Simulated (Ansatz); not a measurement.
How far each method lies from UCCSDT(Q) for [OH···H···O], triplet

Geometry: a point of a hydrogen-transfer path between rigid fragments, not a stationary point.

```xyz
4

O    -1.0764   -0.0275    0.0000
H    -1.3257    0.8991    0.0000
H     0.0846   -0.0275    0.0000
O     1.1546   -0.0275    0.0000
```

Basis cc-pVDZ; Ansatz 0.2.0. Only valence electrons are correlated (noble-gas cores frozen), which leaves 14 electrons in 36 orbitals. R marks a restricted (for open shells ROHF) determinant, U an unrestricted one. Active spaces: pair = (4e, 4o) about the gap; valence = (14e, 10o) chosen from the atoms' valence shells.

Full CI isn't at hand for all of this; UCCSDT(Q) serves as the reference, and is uncertain by about the last step of the cluster series. The frozen core follows each run's orbitals, which can shift R against U totals by a few meV.

For open shells CISD is restricted-active-space CI with the open shells as a complete middle space.

- UHF ⟨S²⟩: 2.044
- T1 diagnostic (RCCSD): 0.0411
- largest doubles amplitude (RCCSD): 0.058
- T1 diagnostic (UCCSD): 0.0222

| level | E − E(RHF) (eV) |
| --- | --- |
| UHF | -0.5079 |
| RMP2 | -9.2812 |
| UMP2 | -9.2760 |
| RCCSD | -10.0420 |
| UCCSD | -10.0593 |
| RCCSD(T) | -10.2249 |
| UCCSD(T) | -10.2297 |

Task: Estimate how far UCCSDT(Q) in cc-pVDZ lies from RCCSD(T). The table doesn't fix it; the size of (T) and the diagnostics are the guide.

Result: UCCSDT(Q) in cc-pVDZ lies 4.9 kJ/mol below RCCSD(T), which is 28 % of the (T) step (-17.6 kJ/mol). T1 is raised, and the rest is a large part of (T). The miss exceeds 1 kcal/mol.

The other levels:

```tsv
level	E − E(UCCSDT(Q)) (kJ/mol)	share of correlation (%)	wall time
CISD	96.8	90.24	5.5 s
BCCD(T)	4.5	99.54	6.5 s
RCCSDT	2.5	99.75	–
UCCSDT	2.3	99.77	–
RCCSDT(Q)	0.2	99.98	52 s
CASSCF (pair space)	897.4	9.49	–
NEVPT2 (pair space)	82.8	91.65	1.7 s
MRCISD (pair space)	77.9	92.15	–
MRCISD+Q (pair space)	13.7	98.61	2.2 s
CASSCF (valence space)	800.0	19.31	–
NEVPT2 (valence space)	120.8	87.82	3.5 s
NEVPT4(SD) (valence space)	10.8	98.91	6 s
MRCISD (valence space)	56.9	94.26	–
MRCISD+Q (valence space)	6.6	99.34	7 s
```

The correlation energy at UCCSDT(Q), counted from RHF, is -10.276 eV. That run took 47 s on 1 thread of Arm Neoverse V1, shared host.

Times hold each run's SCF and search for its determinant on a shared host, so for small cases they say little of a method's own cost; they ran on 1 thread of Arm Neoverse V1.

Natural occupations of CASSCF (valence space) about the gap: 1.995 1.977 1.963 1.007 1.004 0.036 0.024; effectively unpaired electrons, Σ n²(2−n)², 2.01.
